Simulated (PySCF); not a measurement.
Static response to an electric field

Compound: ethoxyacetonitrile, C4H7NO.
Cartesian coordinates in Å at the PBE0-D3(BJ)/def2-SVP level; atoms count from 1:
```xyz
13
C4H7NO angstrom
C      2.0017    0.2319   -0.1822
C      0.9095    1.0393    0.4898
O     -0.1644    0.2587    0.9764
C     -0.9563   -0.3493    0.0136
C     -1.6469    0.6094   -0.8701
N     -2.1673    1.3767   -1.5623
H      2.8481    0.8886   -0.4323
H      2.3673   -0.5622    0.4862
H      1.6671   -0.2319   -1.1227
H      1.3063    1.5496    1.3791
H      0.5283    1.8236   -0.1924
H     -1.7206   -0.9391    0.5419
H     -0.3948   -1.0513   -0.6332
```

Level: PBE0/def2-SVPD (PySCF), static field, nuclei fixed, core orbitals frozen in the response. The polarisability tensor in these axes (au):

```
x   62.40 -2.28  6.16
y   -2.28 54.78 -4.03
z    6.16 -4.03 53.54
```

**Question.** What are the eigenvalues, a third of the trace, and Δα (Δα² = ½Σ(αi − αj)² over the three pairs)?

**Answer.** Principal values 49.04, 54.85 and 66.83 au; mean 56.91 au = 8.43 Å³ = 9.38 × 10⁻⁴⁰ C²·m²/J; Δα = 15.71 au (28 % of the mean).

**Question.** What is the dipole moment, and where does it point?

**Answer.** (2.48, -2.05, 0.97) D, 3.36 D in size, pointing from the negative to the positive side. Measured along this direction, the outermost atoms are N6 at the negative end and H8 at the positive end.

**Question.** What would n − 1 = 2πNα be for an ideal gas of these molecules at 500 K and 1 atm, electronic part alone?

**Answer.** N = p/kT = 1.4678 × 10¹⁹ cm⁻³, so n − 1 = 2π × N × 8.43 × 10⁻²⁴ cm³ = 778 × 10⁻⁶ at long wavelengths, for an ideal gas.

**Question.** Directions of the eigenvectors, and the extent of the frame along each?

**Answer.** Largest value along (0.82, -0.31, 0.48), where the nuclei span 5.31 Å; middle along (0.48, 0.83, -0.29), 3.99 Å; least along (-0.30, 0.46, 0.83), 3.02 Å. The response follows the extents in order.

**Question.** Give the eigenvalues of the traceless quadrupole moment Θ = ½Σq(3rr − r²1), origin at the centre of nuclear charge.

**Answer.** -13.22, 2.42, 10.80 D·Å. The values depend on the origin, since the dipole doesn't vanish. The electronic extent ⟨r²⟩ about the same centre is 658 bohr², a root-mean-square distance of 2.00 Å for the 46 electrons.

**Question.** Molar refractivity from α?

**Answer.** Lorentz–Lorenz: R = (4π/3)N_A α = 2.5225 cm³/(mol·Å³) × 8.43 Å³ = 21.3 cm³/mol, in the limit of long wavelengths.

Isolated species at its PBE0-D3(BJ)/def2-SVP geometry (one conformer only).
